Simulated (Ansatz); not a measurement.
Mulliken charges of `[AlH]1[SiH2][PH]1` from PBE/def2-TZVPP in Ansatz (PBE0-D4/def2-TZVP geometry).

| atom | x (Å) | y (Å) | z (Å) | charge (e) |
| --- | --- | --- | --- | --- |
| Al1 | -1.133 | -0.563 | -0.536 | 0.269 |
| Si2 | 0.347 | 1.005 | 0.360 | 0.034 |
| P3 | 0.627 | -1.263 | 0.793 | -0.203 |
| H4 | -2.257 | -1.151 | -1.472 | -0.063 |
| H5 | 1.494 | 1.726 | -0.252 | -0.045 |
| H6 | -0.033 | 1.641 | 1.649 | -0.042 |
| H7 | 1.016 | -1.463 | -0.587 | 0.050 |

**Question.** By hand: the dipole of these point charges (1 e Å = 4.8032 D).

**Answer.** Σ q r = (-0.293, -0.008, -0.287) e Å, of length 0.410 e Å = 1.97 D.

**Question.** How does the dipole of the full density compare? (Estimate.)

**Answer.** The calculation gave: (-0.220, 0.034, -0.199) e Å, 1.43 D; the point charges give 1.38 times that, at 8° from its direction.

Point charges leave out the atoms' own dipoles, such as those of lone pairs, and Mulliken's split depends on the basis, so the two needn't agree.
